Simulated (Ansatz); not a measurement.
Basis-set extrapolation for `COC(F)CF` (PBE0-D4/def2-TZVP geometry, frozen core, Ansatz 0.2.0). Multiplicity 1, RHF reference.

```csv
,def2-TZVPP,def2-QZVPP
HF,-390.989880,-391.007496
MP2 correlation,-1.240549,-1.341471
CCSD(T) correlation,-1.317356,not run
```

Energies in hartree. Use E(X) = E(∞) + A·exp(−7.88·√X) for Hartree–Fock and E(X) = E(∞) + B·X^(−2.97) for correlation, with X = 3 and 4, and add CCSD(T) minus MP2 of the smaller set to the MP2 limit.

Problem. What is the CCSD(T) energy at the basis-set limit?

Solution. HF limit: -391.007496 + (-0.017616) × 0.13774 = -391.00992. MP2 limit: -1.341471 + (-0.100922) × 0.74074 = -1.41623. Higher-order term: -1.317356 − (-1.240549) = -0.07681. Total: -392.50296 hartree, 122.8 kcal/mol below CCSD(T)/def2-TZVPP.
